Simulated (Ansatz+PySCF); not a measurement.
Values are calculated unless marked as measured or tabulated.
Several solutions for singlet P2

```yaml
atoms:
  - { symbol: P, position_ang: [0.0000, 0.0000, -1.4183] }
  - { symbol: P, position_ang: [0.0000, 0.0000, 1.4183] }
```

Basis set: 6-31G (spherical functions). Charge 0, multiplicity 1.

UHF was run from several starts with Ansatz (development build ahead of 0.2.0) and PySCF 2.14.0.

```
run  program                                 start  converged  energy (hartree)  <S²>
  A    PySCF    guess atom, instabilities followed        yes        -681.37706  2.62
  B   Ansatz               atomic start, no search        yes        -681.16067  0.00
  C    PySCF                      program defaults        yes        -681.16067  0.00
  D   Ansatz               stability test followed        yes        -681.37706  2.62
  E    PySCF      guess 1e, instabilities followed        yes        -681.37706  2.62
  F    PySCF  guess huckel, instabilities followed        yes        -681.37706  2.62
  G   Ansatz           search for the lowest state        yes        -681.37706  2.62
  H    PySCF   guess minao, instabilities followed        yes        -681.37706  2.62
```

(1) Which runs reached the lowest solution of this kind, and what is wrong with the others?

## Answers

(1) A, D, E, F, G, H reached the lowest solution found. Converged but too high: B by 5.89 eV, C by 5.89 eV. Convergence only shows a stationary point, and even a stable one can lie too high; stability tests and further starts are what find lower ones. Caution: the unrestricted determinant is a mixture of spin states. Caution: the determinant breaks the point group.
